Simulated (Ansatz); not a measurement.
The cluster Li₃H₂. Total charge 0; quartet. Geometry PBE-D4/def2-TZVP; atoms count from 1.

Cartesian coordinates in Å:
```
Li -0.772 -1.167 -1.470
Li -1.286 -0.467 1.472
Li 1.527 -0.425 0.348
H 0.210 1.118 0.213
H 0.321 0.942 -0.564
```

In the quartet, H4 and H5 lie 0.80 Å apart (atoms count from 1), so H2 has formed as a molecule. At PBE0-D4/def2-TZVP a doublet of charge 0 lies 2.53 eV below the quartet, each at its own geometry. The structure comes from a short search, and lower isomers may exist.

Q: Estimate the Mulliken populations from the PBE0/def2-TZVP orbitals of Ansatz.

A: 
```tsv
atom	charge (e)	spin (α − β)
Li1	0.04	0.95
Li2	0.04	0.95
Li3	-0.06	0.98
H4	-0.01	0.07
H5	-0.01	0.06
```
Mulliken values and Mayer orders depend strongly on the basis.

Q: Where does the spin sit?

A: Summed by element: Li 2.87, H 0.13, of 3 unpaired in all. Largest on single atoms: Li3 0.98, Li2 0.95, Li1 0.95.

Q: And the Mayer bond orders between bonded heavy atoms (over 0.3)?

A: Li1–Li2 0.45 (3.07 Å); Li1–Li3 0.43 (3.02 Å); Li2–Li3 0.42 (3.03 Å).
